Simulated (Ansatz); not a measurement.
# PHF2+ (doublet): the correlation ladder, def2-QZVPP

An exercise on one series of results from a longer session: the logs are not shown, and one member is left open.

Computed with Ansatz 0.2.0, Gaussian basis. Level: def2-QZVPP, core rule «outside noble gas», up to 7 orbitals frozen.

Plan: UHF; ROHF; CCSD(T) on UHF.

2 further runs of the same task are left out: 2 set aside as unsound or not needed.

### The system

The geometry is a PBE0/def2-TZVP stationary point (not a proven minimum) of the parent state, kept for this charge and spin.

4 atoms, charge 1, spin multiplicity 2.

Atoms are counted from 1 here; the program's logs count them from 0.

Bond lengths: F1–P2 1.632 Å, P2–F3 1.632 Å, P2–H4 1.402 Å. Angles: F1–P2–F3 164.9°, F1–P2–H4 97.6°, F3–P2–H4 97.6°.

Set-up of the first run:

File in.yaml:

```yaml
crystal:
  periodic: [false, false, false]
  atoms:
    - {symbol: F, position_ang: [0.000000, -0.118388, 1.617771]}
    - {symbol: P, position_ang: [0.000000, 0.096465, 0.000000]}
    - {symbol: F, position_ang: [0.000000, -0.118388, -1.617771]}
    - {symbol: H, position_ang: [0.000000, 1.498583, 0.000000]}
basis:
  gaussian: {orbitals: "def2-QZVPP.json"}
total_charge: 1
magnetization: {spin_polarized: true, initial_magnetization: 1}
hamiltonian: {xc: hf}
output: {orbitals: {seedname: orbitals}}
```

Run with:

```sh
$ ansatz run in.yaml --threads 1 --pin off --events-out ev --progress --plain --max-ram 2393MiB
```

Steps of the session up to this table: UHF; ROHF; CCSD(T) on UHF.

One of the session's tables, all rows but one given; the rest of the session is left out.

It belongs to the step «Misses and costs». 

| method | from UCCSD(T) (kJ/mol) |
| --- | --- |
| ROHF | ? |
| UHF | +1918.6 |
| UMP2 | +81.0 |
| UCCSD | +77.9 |
| UCCSD(T) | 0 |

**Question.** Estimate the row for ROHF.

As computed: from UCCSD(T) (kJ/mol): +1933.0. In the column «from UCCSD(T) (kJ/mol)» it is the highest.
